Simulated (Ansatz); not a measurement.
Input file:

```yaml
crystal:
  periodic: [false, false, false]
  atoms:
    - {symbol: C, position_ang: [0.064568, 0.023749, 1.143963]}
    - {symbol: Si, position_ang: [-0.100306, 0.032123, -0.529141]}
    - {symbol: Ge, position_ang: [-0.023685, -0.000301, -2.855463]}
    - {symbol: H, position_ang: [0.059423, -0.055571, 2.240641]}
basis:
  gaussian: {orbitals: cc-pVDZ}
magnetization: {spin_polarized: false, initial_magnetization: 3}
hamiltonian: {xc: hf}
output: {forces: true, orbitals: {seedname: orbitals}}
```

```sh
$ ansatz run in.yaml --threads 1 --pin off --events-out ev --progress --plain --max-ram 2393MiB
```

Output:

```
691 factors; integrals over basis functions are off by at most 9.0e-4 eV
mean field evaluation 1: about -65374.8702 eV, gradient 1.8e1 eV
mean field evaluation 2: about -65374.8747 eV, gradient 1.8e1 eV
mean field evaluation 4: about -65376.5585 eV, gradient 3.8e0 eV
mean field evaluation 8: about -65376.6774 eV, gradient 1.5e-1 eV
mean field evaluation 16: about -65376.6784 eV, gradient 7.7e-3 eV
mean field evaluation 32: about -65376.6829 eV, gradient 8.3e-5 eV
mean field evaluation 64: about -65376.6800 eV, gradient 7.5e-3 eV
mean field evaluation 96: about -65376.6801 eV, gradient 7.9e-3 eV
mean field evaluation 128: about -65376.6762 eV, gradient 3.5e-3 eV
mean field evaluation 160: about -65376.6774 eV, gradient 3.6e-2 eV
mean field evaluation 192: about -65376.6367 eV, gradient 1.7e0 eV
mean field evaluation 224: about -65366.9869 eV, gradient 7.6e0 eV
mean field -65376.68286780 eV, -2402.5487814844 hartree, gradient 1.0e-8 eV, S^2 3.750000; 5 other end points of the search recorded, 0 dependent functions left out
the calculation of the forces begins
reference -65376.68286780 eV, -2402.5487814844 hartree; 28, 25 occupied and 36, 39 virtual orbitals, 691 factors
Total energy: -65376.68286780 eV, -2402.5487814844 hartree
Atom 0 at     0.064568     0.023749     1.143963 Å, force    -0.137834    -0.109435     0.232931 eV/Å
Atom 1 at    -0.100306     0.032123    -0.529141 Å, force     0.132563    -0.008692     1.457751 eV/Å
Atom 2 at    -0.023685    -0.000301    -2.855463 Å, force    -0.008131     0.007012    -0.686724 eV/Å
Atom 3 at     0.059423    -0.055571     2.240641 Å, force     0.013403     0.111115    -1.003958 eV/Å
Dipole moment:    -0.046675    -0.006731     0.258361 e Å
```

Forces (eV/Å):
```
C   -0.138 -0.109  0.233
Si   0.133 -0.009  1.458
Ge  -0.008  0.007 -0.687
H    0.013  0.111 -1.004
```

Ran on 1 thread of Intel Xeon, shared host: 32 s wall, 0.14 GiB peak host memory.
